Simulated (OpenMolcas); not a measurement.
OH (SMILES [OH]): the vertical ionisation energy from total energies

The species is OH (2 atoms), meant as a doublet with charge 0. As SMILES, `[OH]`. Geometry: relaxed at GFN2-xTB.

```xyz
2

O     0.4118   -0.1318    0.2124
H    -0.4118    0.1318   -0.2124
```

Both states at this one shape; open shells run unrestricted unless said. 1 Eh = 27.2114 eV.

| level | program | doublet OH (Eh) | singlet OH+ (Eh) |
| --- | --- | --- | --- |
| USVWN5/3-21G | OpenMolcas | -74.731246 | -74.151244 |
| UPBE/pcseg-0 | OpenMolcas | -75.422262 | -74.832573 |
| UM06-2X/3-21G | OpenMolcas | -75.265655 | -74.697672 |

Q: Work out the vertical ionisation energy at each level.

A: 
1. USVWN5/3-21G: -74.151244 − (-74.731246) = 0.580002 Eh = 15.78 eV.
2. UPBE/pcseg-0: -74.832573 − (-75.422262) = 0.589689 Eh = 16.05 eV.
3. UM06-2X/3-21G: -74.697672 − (-75.265655) = 0.567983 Eh = 15.46 eV.

No measured value is set beside it here; the levels span 15.46 to 16.05 eV.
